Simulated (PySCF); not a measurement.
**Löwdin shares of the frontier orbitals**

Species: vinylsilane, C2H6Si.
SMILES with atom numbers: `[CH2:1]=[CH:2][SiH3:3]` (hydrogens: H4, H5 on C1; H6 on C2; H7, H8, H9 on Si3)

Structure used (PBE0-D3(BJ)/def2-SVP), in Å, numbered top down from 1:
```xyz
9
C2H6Si angstrom
C      1.5201   -0.1093   -0.2854
C      0.5058    0.0632    0.5696
Si    -1.2905    0.0524    0.0523
H      1.3533   -0.2791   -1.3553
H      2.5657   -0.0913    0.0418
H      0.7447    0.2245    1.6295
H     -2.0757   -0.9195    0.8747
H     -1.3849   -0.3300   -1.3895
H     -1.9115    1.4010    0.2391
```

Method used: TDDFT wB97X-D/def2-SVPD, vertical, gas phase, core orbitals frozen in the response in PySCF.

Kohn–Sham orbitals with the atoms that hold most of them (Löwdin shares over 4%, at most four atoms; ? is withheld):

```json
{"orbital": "LUMO+2", "ε (eV)": "2.64", "atoms": "Si3 44%, H8 14%, H9 11%, H7 11%"}
{"orbital": "LUMO+1", "ε (eV)": "2.16", "atoms": "Si3 47%, C1 13%, C2 10%, H7 7%"}
{"orbital": "LUMO", "ε (eV)": "1.30", "atoms": "?"}
{"orbital": "HOMO", "ε (eV)": "?", "atoms": "?"}
{"orbital": "HOMO-1", "ε (eV)": "-10.93", "atoms": "C2 33%, Si3 21%, C1 16%, H6 8%"}
{"orbital": "HOMO-2", "ε (eV)": "-11.51", "atoms": "Si3 40%, H8 31%, H7 13%, H9 7%"}
{"orbital": "HOMO-3", "ε (eV)": "-11.83", "atoms": "Si3 38%, H9 23%, H7 19%, C2 11%"}
```

(1) Give the leading atoms of the HOMO.

(2) Which atoms hold the LUMO, and with what shares?

(3) What is the HOMO energy, and the HOMO–LUMO gap?

Answers

(1) C2 (bonded to C, Si and H) 36%; C1 (bonded to C and 2 H) 36%; Si3 (bonded to C and 3 H) 9%; H9 (bonded to Si) 5%. By element: carbon 72%, silicon 9%, hydrogen 5% or more.

(2) C1 (bonded to C and 2 H) 37%; C2 (bonded to C, Si and H) 32%; Si3 (bonded to C and 3 H) 10%; H5 (bonded to C) 5%. By element: carbon 70%, silicon 10%, hydrogen 5% or more.

(3) ε(HOMO) = -9.85 eV; the gap is 11.15 eV (0.4097 hartree).

Q: The HOMO–LUMO gap is 11.15 eV. Where does the response calculation put the lowest singlet, and from which orbitals?

A: S1 is at 6.85 eV (f = 0.0016), 4.30 eV below the gap, made of HOMO-1→LUMO (97%). Its leading pair isn't HOMO and LUMO; the energies of that pair differ by 12.24 eV. 

Q: Give energy, strength and leading configuration of S1, S2, S3 and S4, and follow the Löwdin shares of the leading atoms from the occupied to the empty orbital.

A: 
- S1 (6.85 eV, f 0.0016), HOMO-1→LUMO (97%): C2 33% → 32%, Si3 21% → 10%, C1 16% → 37%
- S2 (7.23 eV, f 0.439), HOMO→LUMO (96%): C2 36% → 32%, C1 36% → 37%
- S3 (7.62 eV, f 0.015), HOMO→LUMO+1 (77%): C2 36% → 10%, C1 36% → 13%, Si3 9% → 47%
- S4 (8.29 eV, f 0.0026), HOMO-2→LUMO (83%): Si3 40% → 10%, H8 31% → at most 6%, C1 at most 8% → 37%, C2 at most 8% → 32%

Löwdin shares depend on the basis, the more so with diffuse functions.
